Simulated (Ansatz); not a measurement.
Input file:

```yaml
crystal:
  periodic: [false, false, false]
  atoms:
    - {symbol: N, position_ang: [0.000000, 0.000000, 0.000000]}
    - {symbol: O, position_ang: [0.000000, 0.000000, 1.139769]}
basis:
  gaussian: {orbitals: 6-31G}
total_charge: 1
magnetization: {spin_polarized: true, initial_magnetization: 2}
correlation: {method: ccsdtq, electrons: outside_noble_gas}
```

```sh
$ ansatz run in.yaml --threads 1 --pin off --events-out ev --progress --plain --max-ram 2393MiB
```

The program prints:

```
340 factors; integrals over basis functions are off by at most 3.2e-8 eV
mean field evaluation 1: about -3496.1896 eV, gradient 2.6e1 eV
mean field evaluation 2: about -3496.2222 eV, gradient 2.6e1 eV
mean field evaluation 4: about -3498.8086 eV, gradient 2.6e0 eV
mean field evaluation 8: about -3498.8303 eV, gradient 1.3e0 eV
mean field evaluation 16: about -3499.8139 eV, gradient 6.3e-4 eV
mean field evaluation 32: about -3498.7148 eV, gradient 1.3e0 eV
mean field evaluation 64: about -3499.7895 eV, gradient 9.5e-2 eV
mean field evaluation 96: about -3496.5256 eV, gradient 1.2e1 eV
mean field evaluation 128: about -3499.7893 eV, gradient 6.2e-2 eV
mean field evaluation 160: about -3499.7216 eV, gradient 8.2e-1 eV
...
cycle  16  -5.72652461 eV  change   -1.4e-5 eV  update   3.4e-5
cycle  17  -5.72647912 eV  change    4.5e-5 eV  update   2.1e-5
cycle  18  -5.72641741 eV  change    6.2e-5 eV  update   1.3e-5
cycle  19  -5.72639519 eV  change    2.2e-5 eV  update   7.0e-6
cycle  20  -5.72639091 eV  change    4.3e-6 eV  update   4.8e-6
cycle  21  -5.72640212 eV  change   -1.1e-5 eV  update   3.3e-6
cycle  22  -5.72641259 eV  change   -1.0e-5 eV  update   1.9e-6
cycle  23  -5.72641753 eV  change   -4.9e-6 eV  update   1.1e-6
cycle  24  -5.72641602 eV  change    1.5e-6 eV  update   5.0e-7
cycle  25  -5.72641604 eV  change   -2.5e-8 eV  update   2.9e-7
Total energy: -3505.54029204 eV, -128.8262295919 hartree
```

For the same geometry and basis full CI lies 4.9 meV lower.

Ran on 1 thread of Arm Neoverse V1, shared host: 47 s wall, 0.38 GiB peak host memory.
